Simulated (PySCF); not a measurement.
Coordinates in bohr (charge 0 multiplicity 1):
```
Si    0.0000    0.0000   -0.1350
H     2.0618    0.0000    1.8736
H    -2.0618    0.0000    1.8736
```

Computed with B3LYP in PySCF with Si def2-TZVP, H def2-TZVP; no relativity; density-fitted integrals.

This geometry of SiH₂ is a stationary point at this level.

Question: What is the point group?

Answer: C2v.

Question: Is it a minimum?

Answer: Yes: all harmonic wavenumbers are real.

Question: Which band is strongest in the infrared?

Answer: 2036 cm⁻¹ (b2), 269 km/mol.

Question: Give the ideal-gas entropy at 298.15 K and 1 bar by parts.

Answer: translation 151.3, rotation 55.8, vibration 0.4, spin 0.0; total 207.4 J/(mol K).
